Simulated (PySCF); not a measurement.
State search for SiP

Unrestricted PBE0; basis Si def2-TZVP, P def2-TZVP; no relativity; PySCF 2.14. Outer shells of the fragments: Si 3s2 3p2; P 3s2 3p3.

Followed along the bond (rough minima from three points):

```tsv
2Ms+1	unpaired	⟨S²⟩ at the start	R at minimum (Å)	Te (eV)
2	π ↑	0.76	2.07	0.00
2	σ ↑	0.77	1.98	0.14
4	π ↑↑↑	3.77	none in the scan	≤ 1.74
6	σ ↑, π ↑↑↑↑	8.75	none in the scan	≤ 3.24
```

Solutions found at the starting distance of 2.180 Å, counted from the lowest of them; the search is not exhaustive and high or unbound solutions are not listed, so other states can lie among these:

```tsv
2Ms+1	unpaired	term	E (eV)	⟨S²⟩	⟨Lz²⟩	μ (D)
2	π ↑	²Π	0.00	0.76	1.01	-1.21
2	σ ↑	²Σ⁺	0.45	0.77	0.00	-1.68
4	π ↑↑↑	⁴Π	1.77	3.77	1.01	0.39
4	σ ↑, π ↑↑	mixed	1.91	3.76	2.02	-0.73
2	π ↑↑↓	mixed	2.12	1.77	3.04	0.40
2	σ ↓, π ↑↑	mixed	2.36	1.78	2.02	-0.59
```

A term symbol is given only where ⟨S²⟩ and ⟨Lz²⟩ are close to those of a pure state; real π, δ and φ orbitals otherwise mix terms. A positive dipole means Si(−)P(+).

Compare the gap between the two lowest followed solutions at the starting distance with the gap between their minima.

At PBE0 the second solution (doublet, unpaired electrons σ ↑) lies +0.45 eV from the first (doublet, unpaired electrons π ↑) at 2.180 Å and +0.14 eV at the minima; the two curves relax by different amounts, since their minima lie near 1.98 and 2.07 Å.

Counting both spins, an empty level lies below a filled one in some of these solutions, because spin and occupation are held.
